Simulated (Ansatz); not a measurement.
Species: C$_{2}$H$_{6}$, SMILES `CC` with one electron removed (charge 1, multiplicity 2).

Question: Give a relaxed geometry from Ansatz (a first-principles code) with B3LYP-D3(BJ)/def2-TZVP.

Answer: the end point of this relaxation (outside a Z-matrix the atoms follow the SMILES, hydrogens last).
Bonds (Å): C1–C2 1.434, C1–H3 1.140, C1–H4 1.140, C1–H5 1.084, C2–H6 1.140, C2–H7 1.084, C2–H8 1.140. Bond angles (°): C2–C1–H3 112.6, C2–C1–H4 112.5, C2–C1–H5 118.4, H3–C1–H4 84.6, H3–C1–H5 111.9, H4–C1–H5 112.0, C1–C2–H6 112.5, C1–C2–H7 118.4, C1–C2–H8 112.6, H6–C2–H7 112.0, H6–C2–H8 84.6, H7–C2–H8 111.9.
